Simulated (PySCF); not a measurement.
How far are cheaper levels from CCSD(T)/CBS for AlC?

PySCF; the state is a quartet (σ ↑, π ↑↑). The composite is CCSD(T) extrapolated to the basis-set limit from two correlation-consistent sets, with core-valence (CV) and scalar-relativistic (SR) terms as its label shows; it has no spin–orbit coupling and nothing beyond (T). Here it is CCSD(T)/CBS(TQ)+CV+SR. It gives Re = 1.958 Å, ωe = 654 cm⁻¹ and De = 3.43 eV to Al + C.

```json
{"level": "UHF", "basis": "def2-SVPD", "relativity": "no relativity", "Re (Å)": "1.979", "ωe (cm⁻¹)": "650", "De (eV)": "2.70"}
{"level": "UHF", "basis": "aug-pcseg-1", "relativity": "no relativity", "Re (Å)": "1.986", "ωe (cm⁻¹)": "630", "De (eV)": "2.54"}
{"level": "UHF-MP2", "basis": "3-21G", "relativity": "no relativity", "Re (Å)": "2.036", "ωe (cm⁻¹)": "636", "De (eV)": "2.85"}
{"level": "UHF-MP2", "basis": "x2c-TZVPPall", "relativity": "spin-free X2C", "Re (Å)": "1.978", "ωe (cm⁻¹)": "640", "De (eV)": "3.36"}
{"level": "PBE", "basis": "3-21G", "relativity": "no relativity", "Re (Å)": "2.040", "ωe (cm⁻¹)": "607", "De (eV)": "3.60"}
{"level": "PBE", "basis": "6-31G(d,p)", "relativity": "no relativity", "Re (Å)": "1.982", "ωe (cm⁻¹)": "627", "De (eV)": "3.69"}
{"level": "PBE", "basis": "x2c-TZVPPall", "relativity": "spin-free X2C", "Re (Å)": "1.977", "ωe (cm⁻¹)": "621", "De (eV)": "3.74"}
{"level": "revPBE", "basis": "aug-pcseg-1", "relativity": "no relativity", "Re (Å)": "1.998", "ωe (cm⁻¹)": "600", "De (eV)": "3.49"}
{"level": "r²SCAN", "basis": "6-31G(d,p)", "relativity": "no relativity", "Re (Å)": "1.972", "ωe (cm⁻¹)": "647", "De (eV)": "3.59"}
{"level": "PBE0", "basis": "aug-pcseg-1", "relativity": "no relativity", "Re (Å)": "1.979", "ωe (cm⁻¹)": "626", "De (eV)": "3.47"}
```

Give the difference of each row from the composite.



| level | basis | ΔRe (pm) | Δωe (%) | ΔDe (eV) |
| --- | --- | --- | --- | --- |
| UHF | def2-SVPD | +2.1 | -0.6 | -0.73 |
| UHF | aug-pcseg-1 | +2.8 | -3.7 | -0.89 |
| UHF-MP2 | 3-21G | +7.8 | -2.8 | -0.58 |
| UHF-MP2 | x2c-TZVPPall | +2.0 | -2.1 | -0.07 |
| PBE | 3-21G | +8.2 | -7.2 | +0.17 |
| PBE | 6-31G(d,p) | +2.4 | -4.1 | +0.26 |
| PBE | x2c-TZVPPall | +1.9 | -5.0 | +0.31 |
| revPBE | aug-pcseg-1 | +4.0 | -8.3 | +0.06 |
| r²SCAN | 6-31G(d,p) | +1.4 | -1.1 | +0.16 |
| PBE0 | aug-pcseg-1 | +2.1 | -4.3 | +0.04 |

Which rows come closest in De?

PBE0 in aug-pcseg-1 (+0.04 eV), counted from the composite.

Correlated steps freeze 6 core orbitals. The CCSD T1 diagnostic is raised in AlC, a sign that a single reference may not be enough there. 3-21G is very small, so such numbers show the basis as much as the molecule. The state is the lowest determinant that a PBE0 search found; another state may lie lower at other levels.
